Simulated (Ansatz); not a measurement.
**Molybdenum, bcc under LDA: testing the cold (Marzari-Vanderbilt) smearing**

A convergence test of the cold (Marzari-Vanderbilt) smearing width. The geometry was relaxed under LDA beforehand and stays fixed; 7 values are run, from 0.01 to 1.0 eV. Wanted are the values from which on the energy stays within 10 and 1 meV/atom, and the pressure within 0.5 GPa, of the narrowest run. Within the series other settings stay, but some runs also write fields, which adds to their time. Spin polarisation is left out.

Program: Ansatz 0.2.0. Level of theory: DFT LDA, plane waves with PAW, scalar-relativistic. These are calculated values, not measurements.

## Step 1: Starting point

The structure is cubic, space group Im-3m (No. 229). Conventional cell: a = 3.113 Å, b = 3.113 Å, c = 3.113 Å, α = 90.00°, β = 90.00°, γ = 90.00°. Mo (site symmetry m-3m) has 8 Mo at 2.70 Å as nearest neighbours.

Structure file:

```xyz
1
Lattice="-1.5566 1.5566 1.5566 1.5566 -1.5566 1.5566 1.5566 1.5566 -1.5566" Properties=species:S:1:pos:R:3 pbc="T T T"
Mo    0.0000    0.0000    0.0000
```

## Step 2: With a width of 0.01 eV

The run at 0.01 eV.

The input, input.yaml:

```yaml
crystal:
  lattice:
    - [-1.5565618036, 1.5565618036, 1.5565618036]
    - [1.5565618036, -1.5565618036, 1.5565618036]
    - [1.5565618036, 1.5565618036, -1.5565618036]
  atoms:
    - { symbol: Mo, position: [0.0, 0.0, 0.0] }
hamiltonian:
  xc: lda
  pseudopotentials:
    kind: paw
    azcp:
      Mo: "pseudopotentials/Mo.paw.azcp"
basis:
  ecutwfc: 420
  fft_grid_basis: typed
kpoints:
  mp_grid: { grid: [14, 14, 14], shift: [0, 0, 0] }
magnetization:
  spin_polarized: false
scf:
  occupations: { method: cold, width: 0.01 }
  lower_state_search: "off"
output:
  stress: true
  write_density: true
  write_potential: true
  elf: true
  volumetric_format: npy
```

On the command line:

```console
$ ansatz run input.yaml --threads 2 --pin off --max-ram 5120MiB --backend cpu --events-out ev --progress --plain --runs-dir out
```

## Step 3: With a width of 0.03 eV

The run at 0.03 eV.

input.yaml, as its differences from that of step 2:

```diff
@@ -21,3 +21,3 @@
 scf:
-  occupations: { method: cold, width: 0.01 }
+  occupations: { method: cold, width: 0.03 }
   lower_state_search: "off"
```

## Step 4: With a width of 0.1 eV

The run at 0.1 eV.

input.yaml, as its differences from that of step 3:

```diff
@@ -21,3 +21,3 @@
 scf:
-  occupations: { method: cold, width: 0.03 }
+  occupations: { method: cold, width: 0.1 }
   lower_state_search: "off"
@@ -25,5 +25 @@
   stress: true
-  write_density: true
-  write_potential: true
-  elf: true
-  volumetric_format: npy
```

## Step 5: With a width of 0.2 eV

The run at 0.2 eV.

input.yaml, as its differences from that of step 4:

```diff
@@ -21,3 +21,3 @@
 scf:
-  occupations: { method: cold, width: 0.1 }
+  occupations: { method: cold, width: 0.2 }
   lower_state_search: "off"
```

## Step 6: With a width of 0.3 eV

The run at 0.3 eV.

input.yaml, as its differences from that of step 5:

```diff
@@ -21,3 +21,3 @@
 scf:
-  occupations: { method: cold, width: 0.2 }
+  occupations: { method: cold, width: 0.3 }
   lower_state_search: "off"
```

## Step 7: With a width of 0.6 eV

The run at 0.6 eV.

input.yaml, as its differences from that of step 6:

```diff
@@ -21,3 +21,3 @@
 scf:
-  occupations: { method: cold, width: 0.3 }
+  occupations: { method: cold, width: 0.6 }
   lower_state_search: "off"
```

## Step 8: With a width of 1.0 eV

The run at 1.0 eV.

input.yaml, as its differences from that of step 7:

```diff
@@ -21,3 +21,3 @@
 scf:
-  occupations: { method: cold, width: 0.6 }
+  occupations: { method: cold, width: 1.0 }
   lower_state_search: "off"
```

(Steps that only read results are left out.)

**Question.** What will these runs give?

As calculated:

| quantity | value |
| --- | --- |
| E(σ → 0) stays within 10 meV/atom of 0.01 eV | up to 0.3 eV |
| E(σ → 0) stays within 1 meV/atom | up to 0.2 eV |
| pressure stays within 0.5 GPa | up to 0.6 eV |
| pressure at 0.01 eV | 0.07 GPa |
| energy of a separate run on a finer mesh (23×23×23) | -18.9 meV/atom from 0.01 eV |

The far end, 1.0 eV, lies -39.1 meV/atom and -2.1 GPa from the yardstick. The free energy F moves by -2.9 meV/atom over the range, and the estimate for σ → 0 by -39.1. This scheme cancels the term in the square of the width, so F moves little up to 0.2 eV. The mesh (14×14×14) is fixed, so the narrowest widths carry a k-point error of their own. The yardstick itself is unsettled by 18.9 meV/atom against the finer mesh, so the thresholds above hold only within this series, and wider smearing, which averages over more states, can land nearer the fine-mesh value than the narrowest does. The cell taken over is 3 % smaller than the measured one (15.59 Å³/atom, COD).
